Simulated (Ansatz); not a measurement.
The input, for Ansatz 0.2.0:

```yaml
crystal:
  periodic: [false, false, false]
  atoms:
    - {symbol: N, position_ang: [0.000000, 0.000000, 0.000000]}
    - {symbol: P, position_ang: [0.000000, 0.000000, 1.812000]}
basis:
  gaussian: {orbitals: def2-mTZVP, point_charges: [{charge: -1.00, position_ang: [4.101, 0.278, -0.472]}]}
correlation: {method: sc_nevpt2, electrons: outside_noble_gas, active_space: {window: {electrons: 4, orbitals: 6}}}
output: {forces: true}
```

```sh
$ ansatz run in.yaml --threads 1 --pin off --events-out ev --progress --plain --max-ram 2393MiB
```

The program prints:

```
328 factors; integrals over basis functions are off by at most 1.2e-3 eV
mean field evaluation 1: about -10745.8974 eV, gradient 3.7e1 eV
mean field evaluation 2: about -10745.9005 eV, gradient 3.7e1 eV
mean field evaluation 4: about -10749.5773 eV, gradient 2.6e0 eV
mean field evaluation 8: about -10749.6526 eV, gradient 3.6e-1 eV
mean field evaluation 16: about -10749.6739 eV, gradient 3.8e-1 eV
mean field evaluation 32: about -10749.6735 eV, gradient 3.5e-2 eV
mean field evaluation 64: about -10749.6377 eV, gradient 9.6e-1 eV
mean field evaluation 96: about -10749.6646 eV, gradient 2.3e-2 eV
mean field evaluation 128: about -10749.6772 eV, gradient 9.0e-3 eV
mean field -10749.67722376 eV, -395.0433515803 hartree, gradient 2.0e-6 eV, S^2 0.000000; 8 other end points of the search recorded, 0 dependent functions left out; unrestricted orbitals would lower it
reference -10749.67722376 eV, -395.0433515803 hartree; 11, 11 occupied and 30, 30 virtual orbitals, 328 factors
state -10753.61479702 eV, -395.1880547284 hartree
state -10753.61479702 eV, -395.1880547284 hartree; corrected -10759.05162089 eV, -395.3878543206 hartree
the calculation of the forces begins
Total energy: -10759.05162089 eV, -395.3878543206 hartree
Atom 0 at     0.000000     0.000000     0.000000 Å, force    -0.194434    -0.013180     7.713666 eV/Å
Atom 1 at     0.000000     0.000000     1.812000 Å, force     0.170531     0.011560    -7.786263 eV/Å
Dipole moment:     0.096651     0.006551     0.404101 e Å
```

Natural occupations: 1.7506 1.7472 0.2496 0.2467 0.0029 0.0029.

Forces (eV/Å):
```
N   -0.194 -0.013  7.714
P    0.171  0.012 -7.786
```

Ran on 1 thread of Arm Neoverse V1, shared host: 1.6 s wall, 0.16 GiB peak host memory.
